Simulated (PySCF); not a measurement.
C2H5B.
SMILES: `BC=C`

The closed-shell ground state was solved at several levels (PySCF, density fitting, gas phase, non-relativistic). Isolated species at its PBE0-D3(BJ)/def2-SVP geometry, gas phase.

```json
{"level": "PBE0/pcJ-1", "basis functions": "131", "total energy (Eh)": "-103.8833", "HOMO (eV)": "-8.49", "LUMO (eV)": "-2.11", "gap (eV)": "6.38", "dipole (D)": "1.38"}
{"level": "wB97X-D/def2-SVPD", "basis functions": "100", "total energy (Eh)": "-103.9131", "HOMO (eV)": "-10.33", "LUMO (eV)": "-0.23", "gap (eV)": "10.10", "dipole (D)": "1.28"}
{"level": "PBE0/cc-pVTZ", "basis functions": "160", "total energy (Eh)": "-103.9133", "HOMO (eV)": "-8.46", "LUMO (eV)": "-2.09", "gap (eV)": "6.37", "dipole (D)": "1.37"}
{"level": "PBE0/pcSseg-2", "basis functions": "178", "total energy (Eh)": "-103.9157", "HOMO (eV)": "-8.49", "LUMO (eV)": "-2.14", "gap (eV)": "6.35", "dipole (D)": "1.35"}
{"level": "PBE/pcJ-1", "basis functions": "131", "total energy (Eh)": "-103.8650", "HOMO (eV)": "-7.46", "LUMO (eV)": "-3.11", "gap (eV)": "4.35", "dipole (D)": "1.47"}
```

What might PBE0/STO-3G (20 basis functions) give for the same quantities?

Total energy -102.6220 Eh, HOMO -6.73 eV, LUMO 0.58 eV, gap 7.31 eV, dipole 1.22 D.

Over all these levels, which gives the widest orbital gap and which the narrowest?

wB97X-D/def2-SVPD (range-separated hybrid) has the widest, 10.10 eV, and PBE/pcJ-1 (GGA) the narrowest, 4.35 eV. Functional and basis both differ between the two, so the spread mixes both effects.

How much does the basis alone move the frontier levels among the 4 PBE0 rows (the withheld one included)?

The HOMO by 1.76 eV and the LUMO by 2.72 eV. By rising basis size (HOMO, LUMO in eV): STO-3G -6.73, 0.58; pcJ-1 -8.49, -2.11; cc-pVTZ -8.46, -2.09; pcSseg-2 -8.49, -2.14.

How far do the dipole and the HOMO energy spread over the levels?

The dipole runs from 1.22 to 1.47 D (mean 1.35 D) and the HOMO from -10.33 to -6.73 eV.

wB97X-D is run here without its empirical dispersion term; that term would change no orbital, density or response property at a fixed geometry.
